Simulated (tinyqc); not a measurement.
Coupled-perturbed Hartree-Fock on RHF in the sto-3g basis, for LiH, spin multiplicity 1, step by step. One step of it, computed by the program tinyqc.

Question. Response to a field: uncoupled start. Field along y; U_ai = -mu_ai / (e_a - e_i), alpha = -4 sum U_ai mu_ai.

orbital energies (hartree): MO1 -2.348903, MO2 -0.284759, MO3 0.078163, MO4 0.163944, MO5 0.163944, MO6 0.546030

dipole integrals <a|y|i> (bohr):
```
,i1,i2
a3,0.000000,0.000000
a4,0.206330,0.976173
a5,0.003771,0.017843
a6,0.000000,0.000000
```

Give: uncoupled U; uncoupled polarisability.

Answer.

uncoupled U:
```
,i1,i2
a3,0.0000,0.0000
a4,-0.0821,-2.1755
a5,-0.0015,-0.0398
a6,0.0000,0.0000
```

uncoupled polarisability = 8.5655 bohr^3
